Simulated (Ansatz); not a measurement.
System: C2H5, charge 0, doublet. C2H5 (SMILES [CH2]C, doublet).
NHTBH set geometry:
```
C
H 1 1.0900
H 1 1.0900 2 108.28
H 1 1.0967 2 106.85 3 -114.77
C 1 1.4910 2 111.51 4 -122.20
H 5 1.0795 1 120.76 2 -155.42
H 5 1.0795 6 117.79 1 170.62
```
Charge 0, spin multiplicity 2.

Total energies in aug-cc-pVDZ, 13 correlated electrons, 2 frozen orbitals. Radicals and triplets start from unrestricted determinants; spin-orbit coupling is neglected. Cores are frozen in correlated methods. No relativity.

```csv
method,program,energy (Eh),minus CCSDT(Q) (mEh)
HF,Ansatz,-78.60705,324.69
MP2,Ansatz,-78.88533,46.41
CCSD,Ansatz,-78.92198,9.76
CCSD(T),Ansatz,-78.93057,1.17
CCSDT(Q),Ansatz,-78.93174,0.00
```

Rough core times of Ansatz's runs on a shared machine: CCSD(T) under 20 s, CCSDT(Q) 20 min.

Ansatz is an electronic-structure program.
